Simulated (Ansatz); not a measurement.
# NaS+ (triplet): wave-function methods side by side at distance S1–Na2 = 2.553 Å, cc-pVDZ

Aim: climb from Hartree-Fock through coupled cluster and multireference methods for NaS+ (triplet) at one geometry and basis, and see what each rung misses.

Computed with Ansatz 0.2.0, Gaussian basis. Level: cc-pVDZ, core rule «outside noble gas», up to 10 orbitals frozen.

Plan: UHF; CCSD(T) on ROHF; CCSD(T) on UHF; BCCD(T) on ROHF; CISD; CCSDT(Q) on ROHF; CCSDT(Q) on UHF; CASSCF and MRCISD+Q, 4 electrons in 4 orbitals; CASSCF and NEVPT2, 4 electrons in 4 orbitals; Full CI.

61 further runs of the same task are left out: 46 for a known fault of the program, 12 that didn't finish, 3 set aside as unsound or not needed.

## Step 1: What is computed

The geometry derives from a PBE0/def2-TZVP stationary point (not a proven minimum). One bond is set to the value named and the two fragments are kept rigid.

2 atoms, charge 1, spin multiplicity 3.

Atoms are counted from 1 here; the program's logs count them from 0.

Bond lengths: S1–Na2 2.553 Å.

## Step 2: UHF

Contents of in.yaml:

```yaml
crystal:
  periodic: [false, false, false]
  atoms:
    - {symbol: S, position_ang: [0.000000, 0.000000, 0.000000]}
    - {symbol: Na, position_ang: [0.000000, 0.000000, 2.553000]}
basis:
  gaussian: {orbitals: cc-pVDZ}
total_charge: 1
magnetization: {spin_polarized: true, initial_magnetization: 2}
hamiltonian: {xc: hf}
output: {orbitals: {seedname: orbitals}}
```

On the command line:

```
$ ansatz run in.yaml --threads 1 --pin off --events-out ev --progress --plain --max-ram 2393MiB
```

The runs that follow: CCSD(T) on ROHF; CCSD(T) on UHF; BCCD(T) on ROHF; CISD; CCSDT(Q) on ROHF; CCSDT(Q) on UHF; CASSCF and MRCISD+Q, 4 electrons in 4 orbitals; CASSCF and NEVPT2, 4 electrons in 4 orbitals; Full CI.

**Question.** What will the summary of the whole plan be? Wanted: FCI below the RHF energy; RMP2 from FCI; UMP2 from FCI; RCCSD from FCI; RCCSD(T) from FCI; UCCSD(T) from FCI; RCCSDT(Q) from FCI; UCCSDT(Q) from FCI; NEVPT2 pair from FCI.

The runs gave:

| quantity | value |
| --- | --- |
| FCI below the RHF energy | -2.9936 eV |
| RMP2 from FCI | +52.6 kJ/mol |
| UMP2 from FCI | +54.6 kJ/mol |
| RCCSD from FCI | +5.1 kJ/mol |
| RCCSD(T) from FCI | +1.2 kJ/mol |
| UCCSD(T) from FCI | +1.1 kJ/mol |
| RCCSDT(Q) from FCI | 0.0 kJ/mol |
| UCCSDT(Q) from FCI | 0.0 kJ/mol |
| NEVPT2 pair from FCI | +45.7 kJ/mol |
| MRCISD+Q pair from FCI | -1.8 kJ/mol |
| levels within 1 kcal/mol (43 meV) | RCCSD(T), UCCSD(T), BCCD(T), RCCSDT, UCCSDT, RCCSDT(Q), UCCSDT(Q), MRCISD+Q pair |
| T1 diagnostic | 0.015 |
| effectively unpaired electrons | 2.02 |

RCCSD(T) misses by +1.2 kJ/mol, 0.4 % of the correlation energy. MRCISD+Q pair falls below full CI: the +Q correction isn't variational, and the cores differ from full CI's. One determinant dominates. Of the multireference levels listed MRCISD+Q pair comes nearest in total energy (-1.8 kJ/mol), which doesn't show that its space is the better one. These misses are within one basis, not against nature; the frozen cores of restricted and unrestricted runs differ, which can shift their rows.
